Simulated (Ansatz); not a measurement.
Mulliken charges of C$_{2}$H$_{4}$ClF (`CC(F)Cl`) from ωB97M-V/def2-TZVPP in Ansatz (PBE0-D4/def2-TZVP geometry).

```json
{"atom": "C1", "x (Å)": "0.024", "y (Å)": "0.798", "z (Å)": "-0.063", "charge (e)": "-0.271"}
{"atom": "C2", "x (Å)": "-0.054", "y (Å)": "-0.682", "z (Å)": "0.161", "charge (e)": "0.122"}
{"atom": "F3", "x (Å)": "1.025", "y (Å)": "-1.104", "z (Å)": "0.879", "charge (e)": "-0.193"}
{"atom": "Cl4", "x (Å)": "-0.081", "y (Å)": "-1.567", "z (Å)": "-1.387", "charge (e)": "-0.109"}
{"atom": "H5", "x (Å)": "-0.847", "y (Å)": "1.140", "z (Å)": "-0.622", "charge (e)": "0.110"}
{"atom": "H6", "x (Å)": "0.050", "y (Å)": "1.305", "z (Å)": "0.904", "charge (e)": "0.108"}
{"atom": "H7", "x (Å)": "0.927", "y (Å)": "1.044", "z (Å)": "-0.622", "charge (e)": "0.118"}
{"atom": "H8", "x (Å)": "-0.952", "y (Å)": "-0.992", "z (Å)": "0.696", "charge (e)": "0.116"}
```

**Question.** By hand: the dipole of these point charges (1 e Å = 4.8032 D).

**Answer.** Σ q r = (-0.291, 0.359, 0.055) e Å, of length 0.465 e Å = 2.23 D.

**Question.** How does the dipole of the full density compare? (Best estimate.)

**Answer.** Computed: (-0.249, 0.357, 0.118) e Å, 2.17 D; the point charges give 1.03 times that, at 9° from its direction.

Point charges leave out the atoms' own dipoles, such as those of lone pairs, and Mulliken's split depends on the basis, so the close match here is no proof of good charges.
